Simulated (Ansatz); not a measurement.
**CHAl (triplet): wB97M-V, B2PLYP over a scan of the distance Al1–C2, 6-31G**

Aim: run CHAl (triplet) with these functionals over a scan of the distance Al1–C2, and hold them against the top wave-function level at the same points.

Method: 6-31G, all electrons in the functionals, frozen cores in the correlation of double hybrids and RPA; program: Ansatz 0.2.0, Gaussian basis.

The runs, in order: wB97M-V, B2PLYP, at 1.509 Å; 1.727 Å; 1.916 Å; 2.104 Å; 2.339 Å; 2.671 Å; 3.002 Å; 3.614 Å; 4.253 Å; 5.216 Å; 6.373 Å.

18 further runs of the same task are left out: 14 that didn't finish, 4 set aside as unsound or not needed.

### 1 The system

The geometry derives from a PBE0/def2-TZVP stationary point (not a proven minimum). One bond is set to the value named and the two fragments are kept rigid.

3 atoms, charge 0, spin multiplicity 3.

Atoms are counted from 1 here; the program's logs count them from 0.

Bond lengths: Al1–C2 1.916 Å, Al1–H3 1.601 Å. Angles: C2–Al1–H3 180.0°.

No dispersion term is added; wB97M-V holds VV10 nonlocal correlation.

The geometry shown and the zero of energy belong to the point 1.916 Å. The yardstick, FCI, and other wave-function levels (R restricted, U unrestricted, valence and pair active spaces) come from earlier runs.

### 2 wB97M-V, 1.509 Å

Contents of in.yaml:

```yaml
crystal:
  periodic: [false, false, false]
  atoms:
    - {symbol: Al, position_ang: [0.000000, 0.000000, -0.030633]}
    - {symbol: C, position_ang: [0.000000, 0.000000, -1.539633]}
    - {symbol: H, position_ang: [0.000000, 0.000000, 1.570267]}
basis:
  gaussian: {orbitals: 6-31G}
magnetization: {spin_polarized: true, initial_magnetization: 2}
hamiltonian: {xc: {name: wB97M-V}}
output: {forces: true, orbitals: {seedname: orbitals}}
```

Command:

```console
$ ansatz run in.yaml --threads 1 --pin off --events-out ev --progress --plain --max-ram 2393MiB
```

After this run come: wB97M-V, 1.727 Å; wB97M-V, 1.916 Å; wB97M-V, 2.104 Å; wB97M-V, 2.339 Å; wB97M-V, 2.671 Å; wB97M-V, 3.002 Å; wB97M-V, 3.614 Å; wB97M-V, 4.253 Å; wB97M-V, 5.216 Å; wB97M-V, 6.373 Å; B2PLYP, 1.509 Å; B2PLYP, 1.727 Å; B2PLYP, 1.916 Å; B2PLYP, 2.104 Å; B2PLYP, 2.339 Å; B2PLYP, 2.671 Å; B2PLYP, 3.002 Å; B2PLYP, 3.614 Å; B2PLYP, 4.253 Å; B2PLYP, 5.216 Å; B2PLYP, 6.373 Å.

Before running them: what should the planned runs give, taken together? Wanted: span of the FCI curve; largest miss, wB97M-V; largest miss, B2PLYP.

As calculated:

| quantity | value |
| --- | --- |
| span of the FCI curve | 217.8 kJ/mol |
| largest miss, wB97M-V | +41.8 kJ/mol (6.373 Å) |
| largest miss, B2PLYP | +33.1 kJ/mol (6.373 Å) |

In words: Of the functionals, B2PLYP keep the smallest largest miss at the points compared (at most 33.1 kJ/mol) and wB97M-V strays most (41.8 kJ/mol, at 6.373 Å). Functionals and the yardstick converge differently with the basis, so part of each miss in 6-31G is the basis.
